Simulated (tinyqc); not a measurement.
Inside a calculation (part 1 of 2). Method: UHF in the sto-6g basis, for CH2, spin multiplicity 3. Computed by tinyqc, a small Python program that keeps every step (integrals from PySCF). Settings: charge = 0, multiplicity = 3, basis = sto-6g, energy threshold = 1e-08, iteration cap = 71, orthogonalisation = symmetric, start = atomic densities, DIIS depth = 3, method = UHF. Command: `OMP_NUM_THREADS=1 python tinyqc.py 23972 23973 out.jsonl` (the two numbers bound the seeds that draw the settings). One thread of a shared host (Intel(R) Xeon(R) Processor @ 2.60GHz), about 0.2 s of CPU time with the checks. Later iterations appear only in the table of the cycle.

## One-electron integrals

Geometry (angstrom):
```
atom,x,y,z
C,0.000000,0.000000,0.000000
H,0.000000,1.082000,0.607000
H,0.000000,-1.088000,0.610000
```

Basis sto-6g: exponents (1/bohr^2) and contraction coefficients of normalised primitives:
```
element,l (shell),exponent,coefficient
C,s (1),742.737049,0.009164
C,s (1),136.180025,0.049361
C,s (1),38.098264,0.168538
C,s (1),13.087782,0.370563
C,s (1),5.082369,0.416492
C,s (1),2.093200,0.130334
C,s (2),30.497239,-0.013253
C,s (2),6.036200,-0.046992
C,s (2),1.876046,-0.033785
C,s (2),0.721783,0.250242
C,s (2),0.313471,0.595117
C,s (2),0.143687,0.240706
C,p (3),30.497239,0.003760
C,p (3),6.036200,0.037679
C,p (3),1.876046,0.173897
C,p (3),0.721783,0.418036
C,p (3),0.313471,0.425860
C,p (3),0.143687,0.101708
H,s (1),35.523221,0.009164
H,s (1),6.513144,0.049361
H,s (1),1.822143,0.168538
H,s (1),0.625955,0.370563
H,s (1),0.243077,0.416492
H,s (1),0.100112,0.130334
```

Overlap, kinetic and nuclear-attraction integrals over the contracted functions; the nuclear repulsion is the sum of Za Zb / Rab.

nuclear repulsion = 5.34856445 hartree

overlap S, lower triangle:
```
,1C 1s,1C 2s,1C 2px,1C 2py,1C 2pz,2H 1s,3H 1s
1C 1s,1.000000
1C 2s,0.243228,1.000000
1C 2px,0.000000,0.000000,1.000000
1C 2py,0.000000,0.000000,0.000000,1.000000
1C 2pz,0.000000,0.000000,0.000000,0.000000,1.000000
2H 1s,0.045772,0.408522,0.000000,0.359477,0.201666,1.000000
3H 1s,0.045076,0.405029,0.000000,-0.357285,0.200316,0.090995,1.000000
```

kinetic energy T (hartree), lower triangle:
```
,1C 1s,1C 2s,1C 2px,1C 2py,1C 2pz,2H 1s,3H 1s
1C 1s,16.068641
1C 2s,-0.492789,0.492405
1C 2px,0.000000,0.000000,1.479234
1C 2py,0.000000,0.000000,0.000000,1.479234
1C 2pz,0.000000,0.000000,0.000000,0.000000,1.479234
2H 1s,-0.009431,0.063404,0.000000,0.158002,0.088639,0.768522
3H 1s,-0.009440,0.061772,0.000000,-0.155275,0.087057,-0.012104,0.768522
```

nuclear attraction V (hartree), lower triangle:
```
,1C 1s,1C 2s,1C 2px,1C 2py,1C 2pz,2H 1s,3H 1s
1C 1s,-34.858746
1C 2s,-3.825358,-5.999083
1C 2px,0.000000,0.000000,-5.933959
1C 2py,-0.000127,-0.001067,0.000000,-6.082052
1C 2pz,-0.013426,-0.138139,0.000000,-0.000504,-5.980539
2H 1s,-0.809785,-2.010828,0.000000,-1.636983,-0.944686,-4.012735
3H 1s,-0.797291,-1.989277,0.000000,1.622696,-0.935986,-0.404734,-3.999949
```

core Hamiltonian H = T + V (hartree), lower triangle:
```
,1C 1s,1C 2s,1C 2px,1C 2py,1C 2pz,2H 1s,3H 1s
1C 1s,-18.790105
1C 2s,-4.318147,-5.506678
1C 2px,0.000000,0.000000,-4.454725
1C 2py,-0.000127,-0.001067,0.000000,-4.602817
1C 2pz,-0.013426,-0.138139,0.000000,-0.000504,-4.501305
2H 1s,-0.819216,-1.947424,0.000000,-1.478981,-0.856047,-3.244213
3H 1s,-0.806731,-1.927505,0.000000,1.467422,-0.848929,-0.416838,-3.231427
```

## Two-electron integrals

Functions are numbered as in S; the eight-fold symmetry (ij|kl) = (ji|kl) = (kl|ij) leaves the list below.

Two-electron integrals (ij|kl) in chemists' order, unique and non-zero (hartree):
```
i,j,k,l,(ij|kl)
1,1,1,1,3.543743
2,1,1,1,0.529462
2,1,2,1,0.100317
2,2,1,1,0.853596
2,2,2,1,0.199930
2,2,2,2,0.624844
3,1,3,1,0.021271
3,2,3,1,0.031868
3,2,3,2,0.138108
3,3,1,1,0.853598
3,3,2,1,0.199930
3,3,2,2,0.624843
3,3,3,3,0.673218
4,1,4,1,0.021271
4,2,4,1,0.031868
4,2,4,2,0.138108
4,3,4,3,0.036281
4,4,1,1,0.853598
4,4,2,1,0.199930
4,4,2,2,0.624843
4,4,3,3,0.600655
4,4,4,4,0.673218
5,1,5,1,0.021271
5,2,5,1,0.031868
5,2,5,2,0.138108
5,3,5,3,0.036281
5,4,5,4,0.036281
5,5,1,1,0.853598
5,5,2,1,0.199930
5,5,2,2,0.624843
5,5,3,3,0.600655
5,5,4,4,0.600655
5,5,5,5,0.673218
6,1,1,1,0.104854
6,1,2,1,0.019132
6,1,2,2,0.037536
6,1,3,3,0.037394
6,1,4,1,0.001095
6,1,4,2,0.002126
6,1,4,4,0.037717
6,1,5,1,0.000614
6,1,5,2,0.001193
6,1,5,4,0.000181
6,1,5,5,0.037496
6,1,6,1,0.003752
6,2,1,1,0.261429
6,2,2,1,0.062197
6,2,2,2,0.215351
6,2,3,3,0.210148
6,2,4,1,0.005520
6,2,4,2,0.037485
6,2,4,4,0.222020
6,2,5,1,0.003097
6,2,5,2,0.021029
6,2,5,4,0.006660
6,2,5,5,0.213884
6,2,6,1,0.012258
6,2,6,2,0.099970
6,3,3,1,0.006520
6,3,3,2,0.033763
6,3,4,3,0.007234
6,3,5,3,0.004058
6,3,6,3,0.011849
6,4,1,1,0.200280
6,4,2,1,0.048298
6,4,2,2,0.176979
6,4,3,3,0.168222
6,4,4,1,0.010176
6,4,4,2,0.061921
6,4,4,4,0.191669
6,4,5,1,0.002051
6,4,5,2,0.015796
6,4,5,4,0.009095
6,4,5,5,0.171048
6,4,6,1,0.009959
6,4,6,2,0.097421
6,4,6,4,0.105005
6,5,1,1,0.112357
6,5,2,1,0.027095
6,5,2,2,0.099285
6,5,3,3,0.094372
6,5,4,1,0.002051
6,5,4,2,0.015796
6,5,4,4,0.099409
6,5,5,1,0.007670
6,5,5,2,0.042625
6,5,5,4,0.010060
6,5,5,5,0.104074
6,5,6,1,0.005587
6,5,6,2,0.054653
6,5,6,4,0.052260
6,5,6,5,0.041167
6,6,1,1,0.421191
6,6,2,1,0.102146
6,6,2,2,0.402116
6,6,3,3,0.381310
6,6,4,1,0.010954
6,6,4,2,0.100559
6,6,4,4,0.428787
6,6,5,1,0.006145
6,6,5,2,0.056414
6,6,5,4,0.026635
6,6,5,5,0.396252
6,6,6,1,0.020443
6,6,6,2,0.241249
6,6,6,4,0.259162
6,6,6,5,0.145389
6,6,6,6,0.774999
7,1,1,1,0.103242
7,1,2,1,0.018839
7,1,2,2,0.036963
7,1,3,3,0.036824
7,1,4,1,-0.001078
7,1,4,2,-0.002095
7,1,4,4,0.037142
7,1,5,1,0.000605
7,1,5,2,0.001174
7,1,5,4,-0.000178
7,1,5,5,0.036924
7,1,6,1,0.003573
7,1,6,2,0.011237
7,1,6,4,0.008325
7,1,6,5,0.005132
7,1,6,6,0.018355
7,1,7,1,0.003638
7,2,1,1,0.258572
7,2,2,1,0.061523
7,2,2,2,0.213160
7,2,3,3,0.208001
7,2,4,1,-0.005461
7,2,4,2,-0.037153
7,2,4,4,0.219776
7,2,5,1,0.003062
7,2,5,2,0.020831
7,2,5,4,-0.006602
7,2,5,5,0.211702
7,2,6,1,0.011287
7,2,6,2,0.068318
7,2,6,4,0.048546
7,2,6,5,0.036360
7,2,6,6,0.126453
7,2,7,1,0.011941
7,2,7,2,0.098148
7,3,3,1,0.006434
7,3,3,2,0.033361
7,3,4,3,-0.007161
7,3,5,3,0.004015
7,3,6,3,0.007457
7,3,7,3,0.011599
7,4,1,1,-0.198548
7,4,2,1,-0.047884
7,4,2,2,-0.175566
7,4,3,3,-0.166886
7,4,4,1,0.010056
7,4,4,2,0.061313
7,4,4,4,-0.190124
7,4,5,1,-0.002031
7,4,5,2,-0.015672
7,4,5,4,0.009013
7,4,5,5,-0.169689
7,4,6,1,-0.008383
7,4,6,2,-0.048698
7,4,6,4,-0.028346
7,4,6,5,-0.025448
7,4,6,6,-0.085283
7,4,7,1,-0.009721
7,4,7,2,-0.095845
7,4,7,4,0.103438
7,5,1,1,0.111318
7,5,2,1,0.026846
7,5,2,2,0.098433
7,5,3,3,0.093567
7,5,4,1,-0.002031
7,5,4,2,-0.015672
7,5,4,4,0.098565
7,5,5,1,0.007572
7,5,5,2,0.042148
7,5,5,4,-0.009964
7,5,5,5,0.103168
7,5,6,1,0.005163
7,5,6,2,0.036400
7,5,6,4,0.025403
7,5,6,5,0.026412
7,5,6,6,0.071067
7,5,7,1,0.005450
7,5,7,2,0.053737
7,5,7,4,-0.051491
7,5,7,5,0.040468
7,6,1,1,0.051552
7,6,2,1,0.012302
7,6,2,2,0.044074
7,6,3,3,0.042957
7,6,4,1,-2.10e-06
7,6,4,2,-0.000021
7,6,4,4,0.044325
7,6,5,1,0.001023
7,6,5,2,0.007377
7,6,5,4,-0.000005
7,6,5,5,0.044941
7,6,6,1,0.002357
7,6,6,2,0.018034
7,6,6,4,0.015357
7,6,6,5,0.010835
7,6,6,6,0.040447
7,6,7,1,0.002321
7,6,7,2,0.017889
7,6,7,4,-0.015282
7,6,7,5,0.010760
7,6,7,6,0.004062
7,7,1,1,0.419072
7,7,2,1,0.101640
7,7,2,2,0.400465
7,7,3,3,0.379784
7,7,4,1,-0.010861
7,7,4,2,-0.100008
7,7,4,4,0.426989
7,7,5,1,0.006089
7,7,5,2,0.056071
7,7,5,4,-0.026466
7,7,5,5,0.394623
7,7,6,1,0.018548
7,7,6,2,0.127270
7,7,6,4,0.085589
7,7,6,5,0.071430
7,7,6,6,0.243400
7,7,7,1,0.020029
7,7,7,2,0.238715
7,7,7,4,-0.256923
7,7,7,5,0.144047
7,7,7,6,0.040447
7,7,7,7,0.774999
```

## Orthogonalisation

S = U s U^T; symmetric (Loewdin) form X = U s^(-1/2) U^T, so that X^T S X = 1.

eigenvalues of S: 0.378786  0.445699  0.882055  1.000000  1.087907  1.463353  1.742201

X, lower triangle:
```
,1C 1s,1C 2s,1C 2px,1C 2py,1C 2pz,2H 1s,3H 1s
1C 1s,1.025185
1C 2s,-0.143256,1.193646
1C 2px,0.000000,0.000000,1.000000
1C 2py,-0.000096,0.001495,0.000000,1.132315
1C 2pz,-0.008138,0.082328,0.000000,0.000658,1.039769
2H 1s,0.021257,-0.262941,0.000000,-0.237628,-0.127356,1.171483
3H 1s,0.021141,-0.259400,0.000000,0.235188,-0.125871,-0.022559,1.168087
```

## Starting guess

The start is atomic minimal-basis densities projected into this basis (PySCF's MINAO start) and scaled to the electron count of each spin; this density is not idempotent, so its energy is not variational and may lie below the converged one.

D(alpha) at the start, lower triangle:
```
,1C 1s,1C 2s,1C 2px,1C 2py,1C 2pz,2H 1s,3H 1s
1C 1s,1.335833
1C 2s,-0.313105,1.293772
1C 2px,0.000000,0.000000,0.411490
1C 2py,0.000049,-0.000193,0.000000,0.370520
1C 2pz,0.005872,-0.023762,0.000000,-0.000082,0.398836
2H 1s,-0.012524,0.054102,0.000000,0.033175,0.014947,0.596652
3H 1s,-0.012465,0.053975,0.000000,-0.033304,0.014998,0.016818,0.596804
```

D(beta) at the start, lower triangle:
```
,1C 1s,1C 2s,1C 2px,1C 2py,1C 2pz,2H 1s,3H 1s
1C 1s,0.801500
1C 2s,-0.187863,0.776263
1C 2px,0.000000,0.000000,0.246894
1C 2py,0.000029,-0.000116,0.000000,0.222312
1C 2pz,0.003523,-0.014257,0.000000,-0.000049,0.239302
2H 1s,-0.007514,0.032461,0.000000,0.019905,0.008968,0.357991
3H 1s,-0.007479,0.032385,0.000000,-0.019982,0.008999,0.010091,0.358083
```

## Iteration 1: building the Fock matrix

J_ij = sum D_kl (ij|kl) with D = D(alpha) + D(beta), K_ij = sum D_kl (ik|jl) for each spin; F = H + J - K(s); E = tr D H + tr D J / 2 - 0.5 sum_s tr D(s) K(s) + E_nn.

Coulomb J (hartree), lower triangle:
```
,1C 1s,1C 2s,1C 2px,1C 2py,1C 2pz,2H 1s,3H 1s
1C 1s,11.363160
1C 2s,2.050647,4.984843
1C 2px,0.000000,0.000000,4.943143
1C 2py,0.000090,0.000534,0.000000,5.038369
1C 2pz,0.011893,0.112443,0.000000,0.000165,4.973016
2H 1s,0.397064,1.747994,0.000000,1.450727,0.837286,3.467611
3H 1s,0.390971,1.730252,0.000000,-1.439126,0.830127,0.359562,3.456847
```

exchange K(alpha) (hartree), lower triangle:
```
,1C 1s,1C 2s,1C 2px,1C 2py,1C 2pz,2H 1s,3H 1s
1C 1s,4.560814
1C 2s,0.724085,1.150254
1C 2px,0.000000,0.000000,0.514447
1C 2py,0.000152,0.000959,0.000000,0.628146
1C 2pz,0.008112,0.070458,0.000000,0.000444,0.549935
2H 1s,0.158215,0.519867,0.000000,0.295221,0.179457,0.698812
3H 1s,0.155824,0.514895,0.000000,-0.292759,0.178049,0.152902,0.695352
```

exchange K(beta) (hartree), lower triangle:
```
,1C 1s,1C 2s,1C 2px,1C 2py,1C 2pz,2H 1s,3H 1s
1C 1s,2.736488
1C 2s,0.434451,0.690153
1C 2px,0.000000,0.000000,0.308668
1C 2py,0.000091,0.000576,0.000000,0.376887
1C 2pz,0.004867,0.042275,0.000000,0.000267,0.329961
2H 1s,0.094929,0.311920,0.000000,0.177133,0.107674,0.419287
3H 1s,0.093494,0.308937,0.000000,-0.175655,0.106830,0.091741,0.417211
```

F(alpha) (hartree), lower triangle:
```
,1C 1s,1C 2s,1C 2px,1C 2py,1C 2pz,2H 1s,3H 1s
1C 1s,-11.987759
1C 2s,-2.991584,-1.672090
1C 2px,0.000000,0.000000,-0.026029
1C 2py,-0.000189,-0.001492,0.000000,-0.192594
1C 2pz,-0.009645,-0.096154,0.000000,-0.000783,-0.078224
2H 1s,-0.580367,-0.719297,0.000000,-0.323476,-0.198218,-0.475413
3H 1s,-0.571584,-0.712148,0.000000,0.321055,-0.196852,-0.210178,-0.469932
```

F(beta) (hartree), lower triangle:
```
,1C 1s,1C 2s,1C 2px,1C 2py,1C 2pz,2H 1s,3H 1s
1C 1s,-10.163433
1C 2s,-2.701950,-1.211988
1C 2px,0.000000,0.000000,0.179750
1C 2py,-0.000128,-0.001108,0.000000,0.058664
1C 2pz,-0.006400,-0.067971,0.000000,-0.000605,0.141750
2H 1s,-0.517081,-0.511350,0.000000,-0.205387,-0.126435,-0.195889
3H 1s,-0.509254,-0.506190,0.000000,0.203951,-0.125632,-0.149017,-0.191791
```

total energy of this density = -38.81050423 hartree

This density is the starting one; it is not idempotent, so its energy is not variational and may lie below the converged one.

## Iteration 1: diagonalisation and new density

Diagonalise F' = X^T F X, C = X C', fill 5 alpha and 3 beta electrons from the bottom; D(s) = C_occ C_occ^T. Each column has its largest component positive (the first on a tie).

F' = X^T F X (alpha) (hartree), lower triangle:
```
,1,2,3,4,5,6,7
1,-11.796720
2,-1.446232,-0.894344
3,0.000000,0.000000,-0.026029
4,-0.000055,0.000870,0.000000,0.068797
5,-0.015663,0.050826,0.000000,0.000339,0.000610
6,-0.081144,-0.419037,0.000000,-0.347020,-0.186516,-0.100036
7,-0.078604,-0.414080,0.000000,0.344123,-0.184705,-0.069305,-0.101244
```

orbital energies (alpha) (hartree): MO1 -11.988323, MO2 -1.075326, MO3 -0.472532, MO4 -0.163642, MO5 -0.026029, MO6 0.366812, MO7 0.510074

coefficients C (alpha):
```
,MO1,MO2,MO3,MO4,MO5,MO6,MO7
1C 1s,0.998177,-0.222115,0.000639,0.102863,0.000000,-0.127310,-0.003171
1C 2s,0.007436,0.804460,-0.003657,-0.548969,0.000000,0.799652,0.022016
1C 2px,0.000000,0.000000,0.000000,0.000000,1.000000,0.000000,0.000000
1C 2py,0.000016,0.001191,0.510612,0.000337,0.000000,-0.021656,1.064296
1C 2pz,0.000916,0.067399,0.000584,0.739724,0.000000,0.753663,0.016825
2H 1s,-0.000128,0.216649,0.466590,0.348211,0.000000,-0.743613,-0.759147
3H 1s,-0.000131,0.213895,-0.468192,0.350141,0.000000,-0.771823,0.721502
```

F' = X^T F X (beta) (hartree), lower triangle:
```
,1,2,3,4,5,6,7
1,-9.951748
2,-1.444208,-0.501895
3,0.000000,0.000000,0.179750
4,-0.000126,0.000929,0.000000,0.289358
5,-0.020769,0.058704,0.000000,0.000380,0.210928
6,-0.057316,-0.346314,0.000000,-0.303533,-0.161808,0.118981
7,-0.055135,-0.342159,0.000000,0.301016,-0.160234,-0.055405,0.117437
```

orbital energies (beta) (hartree): MO1 -10.169780, MO2 -0.620034, MO3 -0.199889, MO4 0.067924, MO5 0.179750, MO6 0.541898, MO7 0.662941

coefficients C (beta):
```
,MO1,MO2,MO3,MO4,MO5,MO6,MO7
1C 1s,0.992878,-0.228455,0.000636,0.115929,0.000000,-0.145047,-0.003918
1C 2s,0.030200,0.758749,-0.003357,-0.564170,0.000000,0.832468,0.024623
1C 2px,0.000000,0.000000,0.000000,0.000000,1.000000,0.000000,0.000000
1C 2py,0.000049,0.001206,0.493260,0.000605,0.000000,-0.024391,1.072389
1C 2pz,0.003049,0.066715,0.000377,0.746974,0.000000,0.746498,0.018372
2H 1s,-0.006036,0.253185,0.478179,0.331185,0.000000,-0.738590,-0.753103
3H 1s,-0.005973,0.250160,-0.480523,0.332814,0.000000,-0.769702,0.712112
```

D(alpha) after iteration 1, lower triangle:
```
,1C 1s,1C 2s,1C 2px,1C 2py,1C 2pz,2H 1s,3H 1s
1C 1s,1.056275
1C 2s,-0.227731,0.948592
1C 2px,0.000000,0.000000,1.000000
1C 2py,0.000112,-0.001094,0.000000,0.260726
1C 2pz,0.062035,-0.351860,0.000000,0.000628,0.551735
2H 1s,-0.012132,-0.018579,0.000000,0.238621,0.272454,0.385893
3H 1s,-0.011923,-0.018435,0.000000,-0.238692,0.273150,-0.050191,0.387553
```

D(beta) after iteration 1, lower triangle:
```
,1C 1s,1C 2s,1C 2px,1C 2py,1C 2pz,2H 1s,3H 1s
1C 1s,1.037999
1C 2s,-0.143357,0.576623
1C 2px,0.000000,0.000000,0.000000
1C 2py,0.000087,-0.000740,0.000000,0.243307
1C 2pz,-0.012214,0.050711,0.000000,0.000267,0.004460
2H 1s,-0.063530,0.190316,0.000000,0.236172,0.017053,0.292795
3H 1s,-0.063386,0.191241,0.000000,-0.236721,0.016490,-0.166403,0.293518
```

## Iteration 2: building the Fock matrix

As before.

Coulomb J (hartree), lower triangle:
```
,1C 1s,1C 2s,1C 2px,1C 2py,1C 2pz,2H 1s,3H 1s
1C 1s,11.294331
1C 2s,2.043970,4.992074
1C 2px,0.000000,0.000000,4.961322
1C 2py,0.000047,0.000248,0.000000,5.047336
1C 2pz,0.005444,0.086334,0.000000,0.000243,4.967566
2H 1s,0.395384,1.746878,0.000000,1.450621,0.829350,3.451215
3H 1s,0.389322,1.729325,0.000000,-1.439308,0.822340,0.358538,3.440908
```

exchange K(alpha) (hartree), lower triangle:
```
,1C 1s,1C 2s,1C 2px,1C 2py,1C 2pz,2H 1s,3H 1s
1C 1s,3.633519
1C 2s,0.593234,0.967322
1C 2px,0.000000,0.000000,0.858455
1C 2py,0.000012,0.000263,0.000000,0.641306
1C 2pz,-0.001764,-0.071064,0.000000,0.001088,0.704183
2H 1s,0.122875,0.391989,0.000000,0.322495,0.200614,0.605132
3H 1s,0.121056,0.388568,0.000000,-0.320915,0.199724,0.077427,0.603179
```

exchange K(beta) (hartree), lower triangle:
```
,1C 1s,1C 2s,1C 2px,1C 2py,1C 2pz,2H 1s,3H 1s
1C 1s,3.579835
1C 2s,0.545501,0.661164
1C 2px,0.000000,0.000000,0.137006
1C 2py,0.000016,0.000505,0.000000,0.552685
1C 2pz,0.001617,0.116554,0.000000,0.000666,0.166382
2H 1s,0.109397,0.348620,0.000000,0.303075,0.109041,0.519984
3H 1s,0.107721,0.345962,0.000000,-0.301741,0.107794,0.041409,0.517745
```

F(alpha) (hartree), lower triangle:
```
,1C 1s,1C 2s,1C 2px,1C 2py,1C 2pz,2H 1s,3H 1s
1C 1s,-11.129293
1C 2s,-2.867411,-1.481926
1C 2px,0.000000,0.000000,-0.351858
1C 2py,-0.000092,-0.001081,0.000000,-0.196787
1C 2pz,-0.006218,0.019260,0.000000,-0.001348,-0.237922
2H 1s,-0.546708,-0.592535,0.000000,-0.350856,-0.227311,-0.398131
3H 1s,-0.538465,-0.586748,0.000000,0.349028,-0.226313,-0.135727,-0.393697
```

F(beta) (hartree), lower triangle:
```
,1C 1s,1C 2s,1C 2px,1C 2py,1C 2pz,2H 1s,3H 1s
1C 1s,-11.075609
1C 2s,-2.819678,-1.175767
1C 2px,0.000000,0.000000,0.369591
1C 2py,-0.000096,-0.001324,0.000000,-0.108166
1C 2pz,-0.009599,-0.168359,0.000000,-0.000927,0.299879
2H 1s,-0.533229,-0.549166,0.000000,-0.331436,-0.135738,-0.312982
3H 1s,-0.525131,-0.544142,0.000000,0.329854,-0.134383,-0.099709,-0.308263
```

total energy of this density = -38.75679211 hartree

## Iteration 2: DIIS over 2 matrices

error matrix X^T (FDS - SDF) X (alpha):
```
,1,2,3,4,5,6,7
1,0.000000,0.023779,0.000000,0.000109,0.036298,-0.030953,-0.030744
2,-0.023779,0.000000,0.000000,0.000118,-0.027232,0.011409,0.011570
3,0.000000,0.000000,0.000000,0.000000,0.000000,0.000000,0.000000
4,-0.000109,-0.000118,0.000000,0.000000,0.000088,-0.007469,0.007362
5,-0.036298,0.027232,0.000000,-0.000088,0.000000,-0.017751,-0.017831
6,0.030953,-0.011409,0.000000,0.007469,0.017751,0.000000,0.000054
7,0.030744,-0.011570,0.000000,-0.007362,0.017831,-0.000054,0.000000
```

B (overlaps of the stored error matrices):
```
,1,2
1,8.9831455e-01,-6.7935375e-03
2,-6.7935375e-03,3.8571845e-02
```

Minimise |sum c_i e_i|^2 with sum c_i = 1: solve [B -1; -1 0][c; lambda] = [0; -1] with B_ij = tr e_i^T e_j summed over both spins, and take F = sum c_i F_i.

DIIS coefficients: 0.047729  0.952271

extrapolated F(alpha) (hartree), lower triangle:
```
,1C 1s,1C 2s,1C 2px,1C 2py,1C 2pz,2H 1s,3H 1s
1C 1s,-11.170267
1C 2s,-2.873338,-1.491002
1C 2px,0.000000,0.000000,-0.336307
1C 2py,-0.000096,-0.001101,0.000000,-0.196587
1C 2pz,-0.006382,0.013751,0.000000,-0.001321,-0.230299
2H 1s,-0.548314,-0.598585,0.000000,-0.349549,-0.225922,-0.401819
3H 1s,-0.540046,-0.592733,0.000000,0.347693,-0.224907,-0.139280,-0.397336
```

extrapolated F(beta) (hartree), lower triangle:
```
,1C 1s,1C 2s,1C 2px,1C 2py,1C 2pz,2H 1s,3H 1s
1C 1s,-11.032072
1C 2s,-2.814059,-1.177496
1C 2px,0.000000,0.000000,0.360530
1C 2py,-0.000097,-0.001314,0.000000,-0.100204
1C 2pz,-0.009446,-0.163567,0.000000,-0.000911,0.292332
2H 1s,-0.532458,-0.547361,0.000000,-0.325420,-0.135294,-0.307393
3H 1s,-0.524373,-0.542331,0.000000,0.323845,-0.133965,-0.102062,-0.302704
```
